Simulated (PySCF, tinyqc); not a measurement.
Worked calculation: CIS on RHF in the sto-6g basis, for BH, spin multiplicity 1. The lowest restricted solution is unstable here: a spin-polarised one lies 0.0078 hartree lower (PySCF). Computed by tinyqc, a small Python program that keeps every step (integrals from PySCF). Settings: charge = 0, multiplicity = 1, basis = sto-6g, method = RHF, energy threshold = 1e-10, iteration cap = 56, orthogonalisation = symmetric, start = atomic densities, DIIS depth = 6. Command: `OMP_NUM_THREADS=1 python tinyqc.py 29728 29729 out.jsonl` (the two numbers bound the seeds that draw the settings). One thread of a shared host (Intel(R) Xeon(R) Processor @ 2.60GHz), about 0.1 s of CPU time with the checks. The early iterations of the SCF are left out here.

## One-electron integrals

Geometry (angstrom):
```
atom,x,y,z
B,0.00000,0.00000,0.00000
H,0.00000,0.00000,1.52200
```

Basis sto-6g: exponents (1/bohr^2) and contraction coefficients of normalised primitives:
```
element,l (shell),exponent,coefficient
B,s (1),506.01115,0.00916
B,s (1),92.77681,0.04936
B,s (1),25.95566,0.16854
B,s (1),8.91645,0.37056
B,s (1),3.46251,0.41649
B,s (1),1.42605,0.13033
B,s (2),23.19458,-0.01325
B,s (2),4.59081,-0.04699
B,s (2),1.42682,-0.03379
B,s (2),0.54895,0.25024
B,s (2),0.23841,0.59512
B,s (2),0.10928,0.24071
B,p (3),23.19458,0.00376
B,p (3),4.59081,0.03768
B,p (3),1.42682,0.17390
B,p (3),0.54895,0.41804
B,p (3),0.23841,0.42586
B,p (3),0.10928,0.10171
H,s (1),35.52322,0.00916
H,s (1),6.51314,0.04936
H,s (1),1.82214,0.16854
H,s (1),0.62596,0.37056
H,s (1),0.24308,0.41649
H,s (1),0.10011,0.13033
```

Overlap, kinetic and nuclear-attraction integrals over the contracted functions; the nuclear repulsion is the sum of Za Zb / Rab.

nuclear repulsion = 1.7384271 hartree

overlap S:
```
,1B 1s,1B 2s,1B 2px,1B 2py,1B 2pz,2H 1s
1B 1s,1.00000,0.26489,0.00000,0.00000,0.00000,0.03256
1B 2s,0.26489,1.00000,0.00000,0.00000,0.00000,0.32120
1B 2px,0.00000,0.00000,1.00000,0.00000,0.00000,0.00000
1B 2py,0.00000,0.00000,0.00000,1.00000,0.00000,0.00000
1B 2pz,0.00000,0.00000,0.00000,0.00000,1.00000,0.36577
2H 1s,0.03256,0.32120,0.00000,0.00000,0.36577,1.00000
```

kinetic energy T (hartree):
```
,1B 1s,1B 2s,1B 2px,1B 2py,1B 2pz,2H 1s
1B 1s,10.94724,-0.33388,0.00000,0.00000,0.00000,-0.00970
1B 2s,-0.33388,0.37450,0.00000,0.00000,0.00000,0.02573
1B 2px,0.00000,0.00000,1.12503,0.00000,0.00000,0.00000
1B 2py,0.00000,0.00000,0.00000,1.12503,0.00000,0.00000
1B 2pz,0.00000,0.00000,0.00000,0.00000,1.12503,0.10244
2H 1s,-0.00970,0.02573,0.00000,0.00000,0.10244,0.76852
```

nuclear attraction V (hartree):
```
,1B 1s,1B 2s,1B 2px,1B 2py,1B 2pz,2H 1s
1B 1s,-23.73941,-2.83629,0.00000,0.00000,-0.01194,-0.38377
1B 2s,-2.83629,-4.09454,0.00000,0.00000,-0.11045,-1.07575
1B 2px,0.00000,0.00000,-4.06995,0.00000,0.00000,0.00000
1B 2py,0.00000,0.00000,0.00000,-4.06995,0.00000,0.00000
1B 2pz,-0.01194,-0.11045,0.00000,0.00000,-4.14322,-1.16603
2H 1s,-0.38377,-1.07575,0.00000,0.00000,-1.16603,-2.97165
```

core Hamiltonian H = T + V (hartree):
```
,1B 1s,1B 2s,1B 2px,1B 2py,1B 2pz,2H 1s
1B 1s,-12.79216,-3.17017,0.00000,0.00000,-0.01194,-0.39347
1B 2s,-3.17017,-3.72005,0.00000,0.00000,-0.11045,-1.05001
1B 2px,0.00000,0.00000,-2.94492,0.00000,0.00000,0.00000
1B 2py,0.00000,0.00000,0.00000,-2.94492,0.00000,0.00000
1B 2pz,-0.01194,-0.11045,0.00000,0.00000,-3.01819,-1.06359
2H 1s,-0.39347,-1.05001,0.00000,0.00000,-1.06359,-2.20313
```

## Two-electron integrals

Functions are numbered as in S; the eight-fold symmetry (ij|kl) = (ji|kl) = (kl|ij) leaves the list below.

Two-electron integrals (ij|kl) in chemists' order, unique and non-zero (hartree):
```
i,j,k,l,(ij|kl)
1,1,1,1,2.92499
2,1,1,1,0.48076
2,1,2,1,0.09948
2,2,1,1,0.74345
2,2,2,1,0.18897
2,2,2,2,0.54492
3,1,3,1,0.02110
3,2,3,1,0.03085
3,2,3,2,0.12044
3,3,1,1,0.74345
3,3,2,1,0.18897
3,3,2,2,0.54492
3,3,3,3,0.58711
4,1,4,1,0.02110
4,2,4,1,0.03085
4,2,4,2,0.12044
4,3,4,3,0.03164
4,4,1,1,0.74345
4,4,2,1,0.18897
4,4,2,2,0.54492
4,4,3,3,0.52383
4,4,4,4,0.58711
5,1,5,1,0.02110
5,2,5,1,0.03085
5,2,5,2,0.12044
5,3,5,3,0.03164
5,4,5,4,0.03164
5,5,1,1,0.74345
5,5,2,1,0.18897
5,5,2,2,0.54492
5,5,3,3,0.52383
5,5,4,4,0.52383
5,5,5,5,0.58711
6,1,1,1,0.06086
6,1,2,1,0.01222
6,1,2,2,0.02308
6,1,3,3,0.02296
6,1,4,4,0.02296
6,1,5,1,0.00096
6,1,5,2,0.00186
6,1,5,5,0.02333
6,1,6,1,0.00156
6,2,1,1,0.17026
6,2,2,1,0.04417
6,2,2,2,0.14321
6,2,3,3,0.13894
6,2,4,4,0.13894
6,2,5,1,0.00513
6,2,5,2,0.03206
6,2,5,5,0.15175
6,2,6,1,0.00579
6,2,6,2,0.05618
6,3,3,1,0.00424
6,3,3,2,0.02015
6,3,5,3,0.00574
6,3,6,3,0.00554
6,4,4,1,0.00424
6,4,4,2,0.02015
6,4,5,4,0.00574
6,4,6,4,0.00554
6,5,1,1,0.17112
6,5,2,1,0.04495
6,5,2,2,0.15309
6,5,3,3,0.14526
6,5,4,4,0.14526
6,5,5,1,0.00861
6,5,5,2,0.05083
6,5,5,5,0.16876
6,5,6,1,0.00615
6,5,6,2,0.06988
6,5,6,5,0.09069
6,6,1,1,0.34627
6,6,2,1,0.09158
6,6,2,2,0.33604
6,6,3,3,0.31767
6,6,4,4,0.31767
6,6,5,1,0.01148
6,6,5,2,0.09772
6,6,5,5,0.37280
6,6,6,1,0.01219
6,6,6,2,0.17794
6,6,6,5,0.23888
6,6,6,6,0.77500
```

## Orthogonalisation

S = U s U^T; symmetric (Loewdin) form X = U s^(-1/2) U^T, so that X^T S X = 1.

eigenvalues of S: 0.48868  0.80271  1.00000  1.00000  1.17410  1.53450

X:
```
,1B 1s,1B 2s,1B 2px,1B 2py,1B 2pz,2H 1s
1B 1s,1.02867,-0.14498,0.00000,0.00000,-0.00701,0.02081
1B 2s,-0.14498,1.07791,0.00000,0.00000,0.05536,-0.19537
1B 2px,0.00000,0.00000,1.00000,0.00000,0.00000,0.00000
1B 2py,0.00000,0.00000,0.00000,1.00000,0.00000,0.00000
1B 2pz,-0.00701,0.05536,0.00000,0.00000,1.06111,-0.21669
2H 1s,0.02081,-0.19537,0.00000,0.00000,-0.21669,1.10910
```

## Iteration 8 (converged): orbitals

converged F (hartree):
```
,1B 1s,1B 2s,1B 2px,1B 2py,1B 2pz,2H 1s
1B 1s,-7.45470,-2.08274,0.00000,0.00000,-0.01860,-0.26241
1B 2s,-2.08274,-0.96994,0.00000,0.00000,-0.00866,-0.35883
1B 2px,0.00000,0.00000,0.25818,0.00000,0.00000,0.00000
1B 2py,0.00000,0.00000,0.00000,0.25818,0.00000,0.00000
1B 2pz,-0.01860,-0.00866,0.00000,0.00000,-0.03965,-0.33810
2H 1s,-0.26241,-0.35883,0.00000,0.00000,-0.33810,-0.25220
```

Diagonalise F' = X^T F X, C = X C', fill 3 alpha and 3 beta electrons from the bottom; D = 2 C_occ C_occ^T. Each column has its largest component positive (the first on a tie).

F' = X^T F X (hartree):
```
,1,2,3,4,5,6
1,-7.29625,-1.05523,0.00000,0.00000,-0.03786,-0.00038
2,-1.05523,-0.49960,0.00000,0.00000,0.10016,-0.25681
3,0.00000,0.00000,0.25818,0.00000,0.00000,0.00000
4,0.00000,0.00000,0.00000,0.25818,0.00000,0.00000
5,-0.03786,0.10016,0.00000,0.00000,0.10434,-0.37026
6,-0.00038,-0.25681,0.00000,0.00000,-0.37026,-0.03008
```

orbital energies (hartree): MO1 -7.45660, MO2 -0.50327, MO3 -0.24842, MO4 0.25818, MO5 0.25818, MO6 0.48671

coefficients C:
```
,MO1,MO2,MO3,MO4,MO5,MO6
1B 1s,0.99532,-0.22330,-0.16888,0.00000,0.00000,0.10304
1B 2s,0.01759,0.73721,0.67147,0.00000,0.00000,-0.47905
1B 2px,0.00000,0.00000,0.00000,0.87562,-0.48301,0.00000
1B 2py,0.00000,0.00000,0.00000,0.48301,0.87562,0.00000
1B 2pz,0.00363,0.15631,-0.57651,0.00000,0.00000,-0.90510
2H 1s,-0.00346,0.45603,-0.49763,0.00000,0.00000,0.92739
```

D after iteration 8:
```
,1B 1s,1B 2s,1B 2px,1B 2py,1B 2pz,2H 1s
1B 1s,2.13809,-0.52101,0.00000,0.00000,0.13215,-0.04247
1B 2s,-0.52101,1.98931,0.00000,0.00000,-0.54363,0.00396
1B 2px,0.00000,0.00000,0.00000,0.00000,0.00000,0.00000
1B 2py,0.00000,0.00000,0.00000,0.00000,0.00000,0.00000
1B 2pz,0.13215,-0.54363,0.00000,0.00000,0.71361,0.71631
2H 1s,-0.04247,0.00396,0.00000,0.00000,0.71631,0.91122
```

Within a degenerate level the vectors are fixed only up to a rotation; this is one choice.

## Convergence

Stop when the energy changes by less than 1e-10 hartree and every element of the error matrix X^T (F D S - S D F) X is below 3e-06.

Course of the cycle:
```
iteration,E (hartree),change,largest element of the error matrix
1,-24.8443862,-,3.23e-01
2,-24.9379691,-9.36e-02,1.76e-01
3,-24.9637329,-2.58e-02,3.05e-02
4,-24.9652138,-1.48e-03,4.53e-03
5,-24.9652509,-3.71e-05,1.76e-04
6,-24.9652509,-5.01e-08,8.29e-06
7,-24.9652509,-1.38e-10,3.64e-09
8,-24.9652509,3.55e-15,1.50e-09
```

PySCF RHF in the same basis = -24.9652509 hartree

Converged in 8 iterations.

## Integrals over molecular orbitals

(pq|rs) = sum C_ip C_jq C_kr C_ls (ij|kl), one index at a time.

one-electron integrals over orbitals h = C^T H C (hartree):
```
,1,2,3,4,5,6
1,-12.78217,0.29464,0.21337,0.00000,0.00000,-0.13390
2,0.29464,-2.94988,-0.23518,0.00000,0.00000,0.46212
3,0.21337,-0.23518,-2.76333,0.00000,0.00000,-0.31201
4,0.00000,0.00000,0.00000,-2.94492,0.00000,0.00000
5,0.00000,0.00000,0.00000,0.00000,-2.94492,0.00000
6,-0.13390,0.46212,-0.31201,0.00000,0.00000,-2.49416
```

Two-electron integrals over orbitals (pq|rs), unique and non-zero (hartree):
```
p,q,r,s,(pq|rs)
1,1,1,1,2.90370
2,1,1,1,-0.25933
2,1,2,1,0.03799
2,2,1,1,0.60797
2,2,2,1,-0.00698
2,2,2,2,0.50574
3,1,1,1,-0.19485
3,1,2,1,0.02589
3,1,2,2,-0.01544
3,1,3,1,0.02932
3,2,1,1,0.13392
3,2,2,1,-0.00912
3,2,2,2,-0.04735
3,2,3,1,0.00438
3,2,3,2,0.10521
3,3,1,1,0.63662
3,3,2,1,-0.01197
3,3,2,2,0.43406
3,3,3,1,0.00326
3,3,3,2,0.04058
3,3,3,3,0.50807
4,1,4,1,0.02199
4,2,4,1,0.02145
4,2,4,2,0.07178
4,3,4,1,0.01603
4,3,4,2,0.04481
4,3,4,3,0.05034
4,4,1,1,0.74313
4,4,2,1,-0.00910
4,4,2,2,0.45932
4,4,3,1,-0.00622
4,4,3,2,0.06950
4,4,3,3,0.47115
4,4,4,4,0.58711
5,1,5,1,0.02199
5,2,5,1,0.02145
5,2,5,2,0.07178
5,3,5,1,0.01603
5,3,5,2,0.04481
5,3,5,3,0.05034
5,4,5,4,0.03164
5,5,1,1,0.74313
5,5,2,1,-0.00910
5,5,2,2,0.45932
5,5,3,1,-0.00622
5,5,3,2,0.06950
5,5,3,3,0.47115
5,5,4,4,0.52383
5,5,5,5,0.58711
6,1,1,1,0.12126
6,1,2,1,-0.02107
6,1,2,2,-0.00694
6,1,3,1,-0.00208
6,1,3,2,0.01509
6,1,3,3,0.01764
6,1,4,4,0.00378
6,1,5,5,0.00378
6,1,6,1,0.02467
6,2,1,1,-0.17688
6,2,2,1,0.00301
6,2,2,2,-0.03505
6,2,3,1,0.01282
6,2,3,2,-0.04502
6,2,3,3,-0.00108
6,2,4,4,-0.09268
6,2,5,5,-0.09268
6,2,6,1,0.00932
6,2,6,2,0.11027
6,3,1,1,0.12968
6,3,2,1,-0.00327
6,3,2,2,-0.02379
6,3,3,1,0.00576
6,3,3,2,0.09223
6,3,3,3,0.05312
6,3,4,4,0.06951
6,3,5,5,0.06951
6,3,6,1,0.00974
6,3,6,2,-0.06167
6,3,6,3,0.10786
6,4,4,1,-0.00931
6,4,4,2,-0.03235
6,4,4,3,-0.00454
6,4,6,4,0.02876
6,5,5,1,-0.00931
6,5,5,2,-0.03235
6,5,5,3,-0.00454
6,5,6,5,0.02876
6,6,1,1,0.63392
6,6,2,1,-0.00576
6,6,2,2,0.51838
6,6,3,1,-0.01527
6,6,3,2,-0.06214
6,6,3,3,0.45953
6,6,4,4,0.45370
6,6,5,5,0.45370
6,6,6,1,-0.00868
6,6,6,2,-0.00986
6,6,6,3,-0.03721
6,6,6,6,0.56676
```

## CIS matrix, singlets

A(ia,jb) = (e_a - e_i) d_ij d_ab + 2 (ia|jb) - (ij|ab).

CIS matrix A, singlet (hartree):
```
,1>4,1>5,1>6,2>4,2>5,2>6,3>4,3>5,3>6
1>4,7.01562,0.00000,0.00000,0.05199,0.00000,0.00000,0.03827,0.00000,0.00000
1>5,0.00000,7.01562,0.00000,0.00000,0.05199,0.00000,0.00000,0.03827,0.00000
1>6,0.00000,0.00000,7.35871,0.00000,0.00000,0.02440,0.00000,0.00000,0.03475
2>4,0.05199,0.00000,0.00000,0.44569,0.00000,0.00000,0.02012,0.00000,0.00000
2>5,0.00000,0.05199,0.00000,0.00000,0.44569,0.00000,0.00000,0.02012,0.00000
2>6,0.00000,0.00000,0.02440,0.00000,0.00000,0.69214,0.00000,0.00000,-0.06121
3>4,0.03827,0.00000,0.00000,0.02012,0.00000,0.00000,0.13612,0.00000,0.00000
3>5,0.00000,0.03827,0.00000,0.00000,0.02012,0.00000,0.00000,0.13612,0.00000
3>6,0.00000,0.00000,0.03475,0.00000,0.00000,-0.06121,0.00000,0.00000,0.49133
```

## CIS singlet states

dipole integrals <i|r|a> (bohr):
```
,x,y,z
1>4,0.10021,0.05528,0.00000
1>5,-0.05528,0.10021,0.00000
1>6,0.00000,0.00000,-0.09400
2>4,0.69622,0.38405,0.00000
2>5,-0.38405,0.69622,0.00000
2>6,0.00000,0.00000,0.54974
3>4,0.44814,0.24720,0.00000
3>5,-0.24720,0.44814,0.00000
3>6,0.00000,0.00000,-1.25675
```

Diagonalise A (1 hartree = 27.211386 eV); each vector has its largest component positive (the first on a tie). The transition dipole is mu = sqrt2 sum c_ia <i|r|a>.

singlet excitation energies (eV): 3.66376  3.66376  12.15100  12.15100  12.89563  19.30106  190.92184  190.92184  200.24798

lowest vectors:
```
,state 1,state 2,state 3,state 4,state 5,state 6
1>4,-0.00506,-0.00033,0.00017,-0.00827,0.00000,0.00000
1>5,0.00033,-0.00506,-0.00827,-0.00017,0.00000,0.00000
1>6,0.00000,0.00000,0.00000,0.00000,-0.00582,-0.00212
2>4,-0.06356,-0.00413,-0.02009,0.99774,0.00000,0.00000
2>5,0.00413,-0.06356,0.99774,0.02009,0.00000,0.00000
2>6,0.00000,0.00000,0.00000,0.00000,0.27066,0.96267
3>4,0.99586,0.06468,-0.00128,0.06364,0.00000,0.00000
3>5,-0.06468,0.99586,0.06364,0.00128,0.00000,0.00000
3>6,0.00000,0.00000,0.00000,0.00000,0.96266,-0.27068
```

oscillator strengths 2/3 w |mu|^2: 0.03791  0.03791  0.40535  0.40535  0.71061  0.71515

Within a degenerate level the vectors are fixed only up to a rotation; this is one choice.

## CIS matrix, triplets

A(ia,jb) = (e_a - e_i) d_ij d_ab - (ij|ab).

CIS matrix A, triplet (hartree):
```
,1>4,1>5,1>6,2>4,2>5,2>6,3>4,3>5,3>6
1>4,6.97165,0.00000,0.00000,0.00910,0.00000,0.00000,0.00622,0.00000,0.00000
1>5,0.00000,6.97165,0.00000,0.00000,0.00910,0.00000,0.00000,0.00622,0.00000
1>6,0.00000,0.00000,7.30938,0.00000,0.00000,0.00576,0.00000,0.00000,0.01527
2>4,0.00910,0.00000,0.00000,0.30213,0.00000,0.00000,-0.06950,0.00000,0.00000
2>5,0.00000,0.00910,0.00000,0.00000,0.30213,0.00000,0.00000,-0.06950,0.00000
2>6,0.00000,0.00000,0.00576,0.00000,0.00000,0.47159,0.00000,0.00000,0.06214
3>4,0.00622,0.00000,0.00000,-0.06950,0.00000,0.00000,0.03545,0.00000,0.00000
3>5,0.00000,0.00622,0.00000,0.00000,-0.06950,0.00000,0.00000,0.03545,0.00000
3>6,0.00000,0.00000,0.01527,0.00000,0.00000,0.06214,0.00000,0.00000,0.27560
```

## CIS triplet states

Diagonalise A (1 hartree = 27.211386 eV); each vector has its largest component positive (the first on a tie).

triplet excitation energies (eV): 0.50106  0.50106  7.00793  8.68429  8.68429  13.32321  189.70878  189.70878  198.89946

lowest vectors:
```
,state 1,state 2,state 3,state 4,state 5,state 6
1>4,0.00017,-0.00117,0.00000,-0.00111,-0.00003,0.00000
1>5,-0.00117,-0.00017,0.00000,0.00003,-0.00111,0.00000
1>6,0.00000,0.00000,-0.00185,0.00000,0.00000,-0.00144
2>4,-0.03460,0.23542,0.00000,0.97092,0.02626,0.00000
2>5,0.23542,0.03460,0.00000,-0.02626,0.97092,0.00000
2>6,0.00000,0.00000,-0.27873,0.00000,0.00000,0.96037
3>4,-0.14124,0.96095,0.00000,-0.23787,-0.00643,0.00000
3>5,0.96095,0.14124,0.00000,0.00643,-0.23787,0.00000
3>6,0.00000,0.00000,0.96037,0.00000,0.00000,0.27873
```

Within a degenerate level the vectors are fixed only up to a rotation; this is one choice.
